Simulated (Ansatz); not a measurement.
We consider fluorite CeO2, described by PBEsol (plane waves, PAW; Ansatz, a quantum-chemistry and plane-wave program).

Run with plane-wave cutoff 520 eV, 12×12×12 k mesh, Fermi–Dirac smearing 0.01 eV, no spin polarisation, scalar-relativistic PAW data made under PBE.

The cell has the measured lattice: a = b = c = 5.410 Å, α = β = γ = 90.00°.

What does this level give for the band gap, smallest direct gap on the k points sampled and direct gap at Γ?


- band gap = 1.96 eV
- smallest direct gap on the k points sampled = 2.06 eV
- direct gap at Γ = 2.93 eV

Measured, for comparison: band gap 3 eV (temperature not stated, no zero-point or thermal correction, O 2p to Ce 4f, our sources range from 3.00 to 3.20; as tabulated in Tran et al. (2019), arXiv:1908.01820).

Note: cell and atoms aren't relaxed at this level (pressure -1.3 GPa).

Spin–orbit coupling is not included.
